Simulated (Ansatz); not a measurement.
# CH7BSi: the cost of one run

Method: RKS PBE-D4/def2-mTZVP, in Ansatz 0.2.0.

## Step 1: The starting structure

Bond lengths: B1–Si2 1.897 Å, Si2–C3 1.851 Å, B1–H4 1.122 Å, B1–H5 1.242 Å, Si2–H6 1.481 Å, Si2–H7 1.494 Å, C3–H8 1.114 Å, C3–H9 1.175 Å, C3–H10 1.102 Å. Angles (14 of 15 angles, heavy atoms first): B1–Si2–C3 107.5°, B1–Si2–H6 110.9°, B1–Si2–H7 110.0°, C3–Si2–H6 110.1°, C3–Si2–H7 109.6°, Si2–B1–H4 122.0°, Si2–B1–H5 119.7°, Si2–C3–H8 109.8°, Si2–C3–H9 108.4°, Si2–C3–H10 111.6°, H6–Si2–H7 108.7°, H4–B1–H5 118.2°, H8–C3–H9 107.1°, H8–C3–H10 113.7°.

As a file:

```xyz
10

B    -1.1800    0.4197   -1.1650
Si    0.2605    0.6774    0.0422
C     0.6346   -0.9603    0.8202
H    -1.6538   -0.5858   -1.3202
H    -1.6350    1.3874   -1.7968
H    -0.0939    1.6672    1.0860
H     1.4632    1.1686   -0.6954
H     0.9765   -1.6784    0.0404
H     1.5251   -0.8187    1.5731
H    -0.2141   -1.3283    1.4184
```

## Step 2: End point A

Contents of input.yaml:

```yaml
crystal:
  periodic: [false, false, false]
  atoms:
    - { symbol: B, position_ang: [-1.18, 0.4197, -1.165] }
    - { symbol: Si, position_ang: [0.2605, 0.6774, 0.0422] }
    - { symbol: C, position_ang: [0.6346, -0.9603, 0.8202] }
    - { symbol: H, position_ang: [-1.6538, -0.5858, -1.3202] }
    - { symbol: H, position_ang: [-1.635, 1.3874, -1.7968] }
    - { symbol: H, position_ang: [-0.0939, 1.6672, 1.086] }
    - { symbol: H, position_ang: [1.4632, 1.1686, -0.6954] }
    - { symbol: H, position_ang: [0.9765, -1.6784, 0.0404] }
    - { symbol: H, position_ang: [1.5251, -0.8187, 1.5731] }
    - { symbol: H, position_ang: [-0.2141, -1.3283, 1.4184] }
basis:
  gaussian: { orbitals: def2-mTZVP }
hamiltonian:
  xc: pbe
  dispersion: d4
relax:
  f_tol: 0.015
  max_steps: 40
```

Launch:

```sh
> ansatz run input.yaml --threads 1 --pin off --max-ram 2048MiB --backend cpu --events-out ev --progress --plain --runs-dir out
```

**Question.** How long does this run take on 1 thread of Arm Neoverse V1, shared host, and how much memory does it need?

About 35 s, with a peak of 0.14 GiB.
